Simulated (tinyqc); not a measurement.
Worked calculation: RKS/LDA (VWN5) in the sto-3g basis, for BH, spin multiplicity 1. Computed by tinyqc, a small Python program that keeps every step (integrals from PySCF). Settings: charge = 0, multiplicity = 1, basis = sto-3g, energy threshold = 1e-10, iteration cap = 59, orthogonalisation = symmetric, start = highest core orbitals, DIIS depth = 6, DIIS from iteration = 3, method = RKS, functional = lda,vwn, grid = [10, 50]. Command: `OMP_NUM_THREADS=1 python tinyqc.py 27151 27152 out.jsonl` (the two numbers bound the seeds that draw the settings). One thread of a shared host (Intel(R) Xeon(R) Processor @ 2.60GHz), about 0.8 s of CPU time with the checks. Later iterations appear only in the table of the cycle.

## One-electron integrals

Geometry (angstrom):
```
atom        x        y        z
B     0.00000  0.00000  0.00000
H     0.00000  0.00000  2.20100
```

Basis sto-3g: exponents (1/bohr^2) and contraction coefficients of normalised primitives:
```
element  l (shell)  exponent  coefficient
B            s (1)  48.79111      0.15433
B            s (1)   8.88736      0.53533
B            s (1)   2.40527      0.44463
B            s (2)   2.23696     -0.09997
B            s (2)   0.51982      0.39951
B            s (2)   0.16906      0.70012
B            p (3)   2.23696      0.15592
B            p (3)   0.51982      0.60768
B            p (3)   0.16906      0.39196
H            s (1)   3.42525      0.15433
H            s (1)   0.62391      0.53533
H            s (1)   0.16886      0.44463
```

Overlap, kinetic and nuclear-attraction integrals over the contracted functions; the nuclear repulsion is the sum of Za Zb / Rab.

nuclear repulsion = 1.2021291 hartree

overlap S, order 1B 1s, 1B 2s, 1B 2px, 1B 2py, 1B 2pz, 2H 1s:
```
[[1.00000, 0.26933, 0.00000, 0.00000, 0.00000, 0.00659],
 [0.26933, 1.00000, 0.00000, 0.00000, 0.00000, 0.11798],
 [0.00000, 0.00000, 1.00000, 0.00000, 0.00000, 0.00000],
 [0.00000, 0.00000, 0.00000, 1.00000, 0.00000, 0.00000],
 [0.00000, 0.00000, 0.00000, 0.00000, 1.00000, 0.15875],
 [0.00659, 0.11798, 0.00000, 0.00000, 0.15875, 1.00000]]
```

kinetic energy T (hartree), order 1B 1s, 1B 2s, 1B 2px, 1B 2py, 1B 2pz, 2H 1s:
```
[[10.82630, -0.04797, 0.00000, 0.00000, 0.00000, -0.00295],
 [-0.04797, 0.35917, 0.00000, 0.00000, 0.00000, -0.01168],
 [0.00000, 0.00000, 1.12388, 0.00000, 0.00000, 0.00000],
 [0.00000, 0.00000, 0.00000, 1.12388, 0.00000, 0.00000],
 [0.00000, 0.00000, 0.00000, 0.00000, 1.12388, 0.00513],
 [-0.00295, -0.01168, 0.00000, 0.00000, 0.00513, 0.76003]]
```

nuclear attraction V (hartree), order 1B 1s, 1B 2s, 1B 2px, 1B 2py, 1B 2pz, 2H 1s:
```
[[-23.38781, -3.20412, 0.00000, 0.00000, -0.00543, -0.07782],
 [-3.20412, -4.01198, 0.00000, 0.00000, -0.05543, -0.32091],
 [0.00000, 0.00000, -3.97258, 0.00000, 0.00000, 0.00000],
 [0.00000, 0.00000, 0.00000, -3.97258, 0.00000, 0.00000],
 [-0.00543, -0.05543, 0.00000, 0.00000, -4.00008, -0.40240],
 [-0.07782, -0.32091, 0.00000, 0.00000, -0.40240, -2.42859]]
```

core Hamiltonian H = T + V (hartree), order 1B 1s, 1B 2s, 1B 2px, 1B 2py, 1B 2pz, 2H 1s:
```
[[-12.56151, -3.25208, 0.00000, 0.00000, -0.00543, -0.08077],
 [-3.25208, -3.65282, 0.00000, 0.00000, -0.05543, -0.33259],
 [0.00000, 0.00000, -2.84870, 0.00000, 0.00000, 0.00000],
 [0.00000, 0.00000, 0.00000, -2.84870, 0.00000, 0.00000],
 [-0.00543, -0.05543, 0.00000, 0.00000, -2.87620, -0.39727],
 [-0.08077, -0.33259, 0.00000, 0.00000, -0.39727, -1.66856]]
```

## Two-electron integrals

Functions are numbered as in S; the eight-fold symmetry (ij|kl) = (ji|kl) = (kl|ij) leaves the list below.

Two-electron integrals (ij|kl) in chemists' order, unique and non-zero (hartree):
```
(11|11) 2.92351   (21|11) 0.51838   (21|21) 0.10926   (22|11) 0.74423
(22|21) 0.19318   (22|22) 0.54480   (31|31) 0.02026   (32|31) 0.03000
(32|32) 0.12035   (33|11) 0.74249   (33|21) 0.19324   (33|22) 0.54468
(33|33) 0.58677   (41|41) 0.02026   (42|41) 0.03000   (42|42) 0.12035
(43|43) 0.03163   (44|11) 0.74249   (44|21) 0.19324   (44|22) 0.54468
(44|33) 0.52351   (44|44) 0.58677   (51|51) 0.02026   (52|51) 0.03000
(52|52) 0.12035   (53|53) 0.03163   (54|54) 0.03163   (55|11) 0.74249
(55|21) 0.19324   (55|22) 0.54468   (55|33) 0.52351   (55|44) 0.52351
(55|55) 0.58677   (61|11) 0.01250   (61|21) 0.00263   (61|22) 0.00470
(61|33) 0.00468   (61|44) 0.00468   (61|51) 0.00022   (61|52) 0.00040
(61|55) 0.00475   (61|61) 0.00007   (62|11) 0.05112   (62|21) 0.01360
(62|22) 0.04518   (62|33) 0.04378   (62|44) 0.04378   (62|51) 0.00147
(62|52) 0.01058   (62|55) 0.04792   (62|61) 0.00035   (62|62) 0.00693
(63|31) 0.00100   (63|32) 0.00536   (63|53) 0.00176   (63|63) 0.00054
(64|41) 0.00100   (64|42) 0.00536   (64|54) 0.00176   (64|64) 0.00054
(65|11) 0.06037   (65|21) 0.01619   (65|22) 0.05605   (65|33) 0.05353
(65|44) 0.05353   (65|51) 0.00232   (65|52) 0.01621   (65|55) 0.06100
(65|61) 0.00043   (65|62) 0.00976   (65|65) 0.01403   (66|11) 0.24039
(66|21) 0.06474   (66|22) 0.23964   (66|33) 0.23099   (66|44) 0.23099
(66|51) 0.00542   (66|52) 0.05429   (66|55) 0.25676   (66|61) 0.00167
(66|62) 0.05495   (66|65) 0.08343   (66|66) 0.77461
```

## Orthogonalisation

S = U s U^T; symmetric (Loewdin) form X = U s^(-1/2) U^T, so that X^T S X = 1.

eigenvalues of S: [0.70001, 0.85590, 1.00000, 1.00000, 1.13827, 1.30582]

X, order 1B 1s, 1B 2s, 1B 2px, 1B 2py, 1B 2pz, 2H 1s:
```
[[1.02892, -0.14215, 0.00000, 0.00000, -0.00130, 0.00942],
 [-0.14215, 1.03458, 0.00000, 0.00000, 0.00755, -0.06271],
 [0.00000, 0.00000, 1.00000, 0.00000, 0.00000, 0.00000],
 [0.00000, 0.00000, 0.00000, 1.00000, 0.00000, 0.00000],
 [-0.00130, 0.00755, 0.00000, 0.00000, 1.00973, -0.08140],
 [0.00942, -0.06271, 0.00000, 0.00000, -0.08140, 1.01529]]
```

## Starting guess

The start is the highest orbitals of the core Hamiltonian (a deliberately bad start); D = 2 C_occ C_occ^T.

D at the start, order 1B 1s, 1B 2s, 1B 2px, 1B 2py, 1B 2pz, 2H 1s:
```
[[0.00057, -0.00308, 0.00000, 0.00000, -0.00368, 0.03452],
 [-0.00308, 0.01656, 0.00000, 0.00000, 0.01978, -0.18535],
 [0.00000, 0.00000, 2.00000, 0.00000, 0.00000, 0.00000],
 [0.00000, 0.00000, 0.00000, 2.00000, 0.00000, 0.00000],
 [-0.00368, 0.01978, 0.00000, 0.00000, 0.02362, -0.22137],
 [0.03452, -0.18535, 0.00000, 0.00000, -0.22137, 2.07447]]
```

## Iteration 1: exchange-correlation on the grid

Becke grid with 10 radial and 50 angular points per atom, points of zero weight dropped. rho = sum D_ij phi_i phi_j; V_xc,ij = sum w v_xc phi_i phi_j; v_xc is d(rho eps)/d rho.

The 16 grid points with the largest w rho, of 995 (bohr, atomic units):
```
x                y         z        w      rho    eps_xc      v_xc
1.21615   -1.21615   0.00000  0.77613  0.08489  -0.37678  -0.49232
1.21615    1.21615   0.00000  0.77613  0.08489  -0.37678  -0.49232
-1.21615  -1.21615   0.00000  0.77613  0.08489  -0.37678  -0.49232
-1.21615   1.21615   0.00000  0.77613  0.08489  -0.37678  -0.49232
-1.55570   0.51857   0.51857  0.69338  0.07733  -0.36617  -0.47835
-0.51857   1.55570   0.51857  0.69338  0.07733  -0.36617  -0.47835
-1.55570  -0.51857   0.51857  0.69338  0.07733  -0.36617  -0.47835
0.51857    1.55570   0.51857  0.69338  0.07733  -0.36617  -0.47835
-0.51857  -1.55570   0.51857  0.69338  0.07733  -0.36617  -0.47835
1.55570    0.51857   0.51857  0.69338  0.07733  -0.36617  -0.47835
0.51857   -1.55570   0.51857  0.69338  0.07733  -0.36617  -0.47835
1.55570   -0.51857   0.51857  0.69338  0.07733  -0.36617  -0.47835
1.55570   -0.51857  -0.51857  0.69357  0.07708  -0.36579  -0.47786
0.51857   -1.55570  -0.51857  0.69357  0.07708  -0.36579  -0.47786
1.55570    0.51857  -0.51857  0.69357  0.07708  -0.36579  -0.47786
-0.51857  -1.55570  -0.51857  0.69357  0.07708  -0.36579  -0.47786
```

electrons on the grid, sum of w rho = 6.01413

E_xc = sum of w rho eps_xc = -2.2287586 hartree

V_xc (hartree), order 1B 1s, 1B 2s, 1B 2px, 1B 2py, 1B 2pz, 2H 1s:
```
[[-0.48088, -0.15359, 0.00000, 0.00000, -0.00016, -0.00364],
 [-0.15359, -0.43431, 0.00000, 0.00000, -0.00467, -0.04076],
 [0.00000, 0.00000, -0.47249, 0.00000, 0.00000, 0.00000],
 [0.00000, 0.00000, 0.00000, -0.47249, 0.00000, 0.00000],
 [-0.00016, -0.00467, 0.00000, 0.00000, -0.36634, -0.05402],
 [-0.00364, -0.04076, 0.00000, 0.00000, -0.05402, -0.50482]]
```

## Iteration 1: building the Kohn-Sham matrix

J_ij = sum D_kl (ij|kl); F = H + J + V_xc; E = tr D H + tr D J / 2 + E_xc + E_nn.

Coulomb J (hartree), order 1B 1s, 1B 2s, 1B 2px, 1B 2py, 1B 2pz, 2H 1s:
```
[[3.45217, 0.90262, 0.00000, 0.00000, 0.01072, 0.02206],
 [0.90262, 2.65575, 0.00000, 0.00000, 0.10609, 0.28448],
 [0.00000, 0.00000, 2.68077, 0.00000, 0.00000, 0.00000],
 [0.00000, 0.00000, 0.00000, 2.68077, 0.00000, 0.00000],
 [0.01072, 0.10609, 0.00000, 0.00000, 2.60437, 0.38034],
 [0.02206, 0.28448, 0.00000, 0.00000, 0.38034, 2.48554]]
```

Kohn-Sham matrix F (hartree), order 1B 1s, 1B 2s, 1B 2px, 1B 2py, 1B 2pz, 2H 1s:
```
[[-9.59022, -2.50305, 0.00000, 0.00000, 0.00512, -0.06235],
 [-2.50305, -1.43137, 0.00000, 0.00000, 0.04599, -0.08886],
 [0.00000, 0.00000, -0.64042, 0.00000, 0.00000, 0.00000],
 [0.00000, 0.00000, 0.00000, -0.64042, 0.00000, 0.00000],
 [0.00512, 0.04599, 0.00000, 0.00000, -0.63817, -0.07096],
 [-0.06235, -0.08886, 0.00000, 0.00000, -0.07096, 0.31216]]
```

total energy of this density = -7.8504598 hartree

## Iteration 1: diagonalisation and new density

Diagonalise F' = X^T F X, C = X C', fill 3 alpha and 3 beta electrons from the bottom; D = 2 C_occ C_occ^T. Each column has its largest component positive (the first on a tie).

F' = X^T F X (hartree):
```
[[-9.45062, -1.09968, 0.00000, 0.00000, -0.00271, 0.01000],
 [-1.09968, -0.97726, 0.00000, 0.00000, 0.04849, -0.04989],
 [0.00000, 0.00000, -0.64042, 0.00000, 0.00000, 0.00000],
 [0.00000, 0.00000, 0.00000, -0.64042, 0.00000, 0.00000],
 [-0.00271, 0.04849, 0.00000, 0.00000, -0.63618, -0.05004],
 [0.01000, -0.04989, 0.00000, 0.00000, -0.05004, 0.33634]]
```

orbital energies (hartree): [-9.59102, -0.84920, -0.64042, -0.64042, -0.62882, 0.34131]

coefficients C, order 1B 1s, 1B 2s, 1B 2px, 1B 2py, 1B 2pz, 2H 1s:
```
[[1.00263, -0.26434, 0.00000, 0.00000, -0.05781, 0.02207],
 [-0.00997, 1.01576, 0.00000, 0.00000, 0.22489, -0.11012],
 [0.00000, 0.00000, 0.24258, 0.97013, 0.00000, 0.00000],
 [0.00000, 0.00000, 0.97013, -0.24258, 0.00000, 0.00000],
 [-0.00070, -0.21157, 0.00000, 0.00000, 0.98141, -0.13537],
 [0.00107, -0.01120, 0.00000, 0.00000, -0.03018, 1.02001]]
```

D after iteration 1, order 1B 1s, 1B 2s, 1B 2px, 1B 2py, 1B 2pz, 2H 1s:
```
[[2.15030, -0.55701, 0.00000, 0.00000, 0.11046, 0.00806],
 [-0.55701, 2.06372, 0.00000, 0.00000, -0.42979, -0.02277],
 [0.00000, 0.00000, 0.11769, 0.47067, 0.00000, 0.00000],
 [0.00000, 0.00000, 0.47067, 1.88231, 0.00000, 0.00000],
 [0.11046, -0.42979, 0.00000, 0.00000, 0.08952, 0.00474],
 [0.00806, -0.02277, 0.00000, 0.00000, 0.00474, 0.00025]]
```

Within a degenerate level the vectors are fixed only up to a rotation; this is one choice.

## Iteration 2: exchange-correlation on the grid

As before.

The 16 grid points with the largest w rho, of 995 (bohr, atomic units):
```
x                y         z        w      rho    eps_xc      v_xc
-0.51857  -1.55570  -0.51857  0.69357  0.11141  -0.40958  -0.53550
0.51857    1.55570  -0.51857  0.69357  0.11141  -0.40958  -0.53550
-1.21615  -1.21615   0.00000  0.77613  0.09054  -0.38430  -0.50221
1.21615    1.21615   0.00000  0.77613  0.09054  -0.38430  -0.50221
-0.51857  -1.55570   0.51857  0.69338  0.09891  -0.39487  -0.51613
0.51857    1.55570   0.51857  0.69338  0.09891  -0.39487  -0.51613
0.00000    1.21615  -1.21615  0.77614  0.08464  -0.37644  -0.49186
0.00000   -1.21615  -1.21615  0.77614  0.08464  -0.37644  -0.49186
-0.51857   1.55570  -0.51857  0.69357  0.08964  -0.38313  -0.50067
0.51857   -1.55570  -0.51857  0.69357  0.08964  -0.38313  -0.50067
-0.99298  -0.99298  -0.99298  0.72522  0.08298  -0.37417  -0.48888
0.99298    0.99298  -0.99298  0.72522  0.08298  -0.37417  -0.48888
-0.51857   1.55570   0.51857  0.69338  0.07715  -0.36589  -0.47799
0.51857   -1.55570   0.51857  0.69338  0.07715  -0.36589  -0.47799
0.00000    1.71989   0.00000  0.43657  0.10799  -0.40567  -0.53035
0.00000   -1.71989   0.00000  0.43657  0.10799  -0.40567  -0.53035
```

electrons on the grid, sum of w rho = 5.99336

E_xc = sum of w rho eps_xc = -4.2183558 hartree

V_xc (hartree), order 1B 1s, 1B 2s, 1B 2px, 1B 2py, 1B 2pz, 2H 1s:
```
[[-1.77840, -0.29214, 0.00000, 0.00000, 0.00493, -0.00696],
 [-0.29214, -0.46236, 0.00000, 0.00000, 0.03372, -0.02491],
 [0.00000, 0.00000, -0.44109, -0.01837, 0.00000, 0.00000],
 [0.00000, 0.00000, -0.01837, -0.50995, 0.00000, 0.00000],
 [0.00493, 0.03372, 0.00000, 0.00000, -0.43641, -0.02576],
 [-0.00696, -0.02491, 0.00000, 0.00000, -0.02576, -0.04627]]
```

## Iteration 2: building the Kohn-Sham matrix

As before.

Coulomb J (hartree), order 1B 1s, 1B 2s, 1B 2px, 1B 2py, 1B 2pz, 2H 1s:
```
[[8.79479, 1.79498, 0.00000, 0.00000, -0.02135, 0.04312],
 [1.79498, 3.64617, 0.00000, 0.00000, -0.09713, 0.27089],
 [0.00000, 0.00000, 3.60536, 0.02977, 0.00000, 0.00000],
 [0.00000, 0.00000, 0.02977, 3.71699, 0.00000, 0.00000],
 [-0.02135, -0.09713, 0.00000, 0.00000, 3.60347, 0.32627],
 [0.04312, 0.27089, 0.00000, 0.00000, 0.32627, 1.37736]]
```

Kohn-Sham matrix F (hartree), order 1B 1s, 1B 2s, 1B 2px, 1B 2py, 1B 2pz, 2H 1s:
```
[[-5.54513, -1.74924, 0.00000, 0.00000, -0.02185, -0.04461],
 [-1.74924, -0.46901, 0.00000, 0.00000, -0.11884, -0.08660],
 [0.00000, 0.00000, 0.31557, 0.01140, 0.00000, 0.00000],
 [0.00000, 0.00000, 0.01140, 0.35834, 0.00000, 0.00000],
 [-0.02185, -0.11884, 0.00000, 0.00000, 0.29087, -0.09676],
 [-0.04461, -0.08660, 0.00000, 0.00000, -0.09676, -0.33748]]
```

total energy of this density = -23.7022738 hartree

## Iteration 2: diagonalisation and new density

As before.

F' = X^T F X (hartree):
```
[[-5.36893, -1.01577, 0.00000, 0.00000, -0.00995, 0.02064],
 [-1.01577, -0.09213, 0.00000, 0.00000, -0.10798, -0.04975],
 [0.00000, 0.00000, 0.31557, 0.01140, 0.00000, 0.00000],
 [0.00000, 0.00000, 0.01140, 0.35834, 0.00000, 0.00000],
 [-0.00995, -0.10798, 0.00000, 0.00000, 0.30857, -0.08946],
 [0.02064, -0.04975, 0.00000, 0.00000, -0.08946, -0.32123]]
```

orbital energies (hartree): [-5.55789, -0.34407, 0.07076, 0.31272, 0.35747, 0.36119]

coefficients C, order 1B 1s, 1B 2s, 1B 2px, 1B 2py, 1B 2pz, 2H 1s:
```
[[0.98556, -0.04034, -0.30687, 0.00000, 0.10887, 0.00000],
 [0.04952, 0.10083, 0.97751, 0.00000, -0.35556, 0.00000],
 [0.00000, 0.00000, 0.00000, 0.97015, 0.00000, 0.24251],
 [0.00000, 0.00000, 0.00000, -0.24251, 0.00000, 0.97015],
 [0.00532, 0.08170, 0.35616, 0.00000, 0.94482, 0.00000],
 [-0.00469, 0.96753, -0.28769, 0.00000, -0.15018, 0.00000]]
```

D after iteration 2, order 1B 1s, 1B 2s, 1B 2px, 1B 2py, 1B 2pz, 2H 1s:
```
[[2.13425, -0.51046, 0.00000, 0.00000, -0.21470, 0.08927],
 [-0.51046, 1.93628, 0.00000, 0.00000, 0.71331, -0.36778],
 [0.00000, 0.00000, 0.00000, 0.00000, 0.00000, 0.00000],
 [0.00000, 0.00000, 0.00000, 0.00000, 0.00000, 0.00000],
 [-0.21470, 0.71331, 0.00000, 0.00000, 0.26711, -0.04688],
 [0.08927, -0.36778, 0.00000, 0.00000, -0.04688, 2.03781]]
```

## Iteration 11 (converged): orbitals

converged F (hartree), order 1B 1s, 1B 2s, 1B 2px, 1B 2py, 1B 2pz, 2H 1s:
```
[[-6.15011, -1.89830, 0.00000, 0.00000, -0.00450, -0.04796],
 [-1.89830, -0.80111, 0.00000, 0.00000, -0.01254, -0.07939],
 [0.00000, 0.00000, -0.01482, 0.00000, 0.00000, 0.00000],
 [0.00000, 0.00000, 0.00000, -0.01482, 0.00000, 0.00000],
 [-0.00450, -0.01254, 0.00000, 0.00000, -0.00114, -0.07454],
 [-0.04796, -0.07939, 0.00000, 0.00000, -0.07454, -0.03936]]
```

As before.

F' = X^T F X (hartree):
```
[[-5.97259, -1.04006, 0.00000, 0.00000, -0.00647, 0.01965],
 [-1.04006, -0.41422, 0.00000, 0.00000, -0.00454, -0.04941],
 [0.00000, 0.00000, -0.01482, 0.00000, 0.00000, 0.00000],
 [0.00000, 0.00000, 0.00000, -0.01482, 0.00000, 0.00000],
 [-0.00647, -0.00454, 0.00000, 0.00000, 0.01072, -0.07355],
 [0.01965, -0.04941, 0.00000, 0.00000, -0.07355, -0.02064]]
```

orbital energies (hartree): [-6.16086, -0.24026, -0.06907, -0.01482, -0.01482, 0.07344]

coefficients C, order 1B 1s, 1B 2s, 1B 2px, 1B 2py, 1B 2pz, 2H 1s:
```
[[0.98714, -0.30823, 0.08773, 0.00000, 0.00000, -0.04277],
 [0.04447, 0.98837, -0.30271, 0.00000, 0.00000, 0.15519],
 [0.00000, 0.00000, 0.00000, 0.99961, 0.02800, 0.00000],
 [0.00000, 0.00000, 0.00000, -0.02800, 0.99961, 0.00000],
 [0.00136, 0.07552, 0.59638, 0.00000, 0.00000, 0.81539],
 [-0.00371, 0.19365, 0.69069, 0.00000, 0.00000, -0.72587]]
```

D after iteration 11, order 1B 1s, 1B 2s, 1B 2px, 1B 2py, 1B 2pz, 2H 1s:
```
[[2.15430, -0.57460, 0.00000, 0.00000, 0.06077, -0.00552],
 [-0.57460, 2.14095, 0.00000, 0.00000, -0.21166, -0.03569],
 [0.00000, 0.00000, 0.00000, 0.00000, 0.00000, 0.00000],
 [0.00000, 0.00000, 0.00000, 0.00000, 0.00000, 0.00000],
 [0.06077, -0.21166, 0.00000, 0.00000, 0.72276, 0.85308],
 [-0.00552, -0.03569, 0.00000, 0.00000, 0.85308, 1.02915]]
```

Within a degenerate level the vectors are fixed only up to a rotation; this is one choice.

## Convergence

Stop when the energy changes by less than 1e-10 hartree and every element of the error matrix X^T (F D S - S D F) X is below 3e-06.

Course of the cycle:
```
iteration  E (hartree)     change  largest element of the error matrix
1           -7.8504598          -                             5.02e-02
2          -23.7022738  -1.59e+01                             3.16e-01
3          -23.8814424  -1.79e-01                             3.76e-01
4          -23.5804027   3.01e-01                             3.90e-01
5          -24.4097923  -8.29e-01                             1.41e-01
6          -24.4185321  -8.74e-03                             9.24e-02
7          -24.4215555  -3.02e-03                             5.90e-02
8          -24.4237709  -2.22e-03                             2.28e-03
9          -24.4237741  -3.24e-06                             3.08e-04
10         -24.4237742  -5.88e-08                             7.17e-06
11         -24.4237742  -3.18e-11                             7.63e-09
```

PySCF RKS in the same basis, fine grid = -24.4700647 hartree

Converged in 11 iterations. The coarse grid moves the energy by +4.63e-02 hartree.

## Populations, bond orders and dipole

Mulliken: Z minus the diagonal of D S on the atom; Loewdin: the same with S^(1/2) D S^(1/2); Mayer order: 2 sum_s sum (D(s) S)_ij (D(s) S)_ji over the two atoms.

Charges (e):
```
atom  Mulliken   Loewdin
1B     0.16033   0.16038
2H    -0.16033  -0.16038
```

Mayer bond orders:
```
pair    order
2-1   0.97430
```

dipole moment about the origin, x y z (debye): [0.00000, 0.00000, -1.13208]
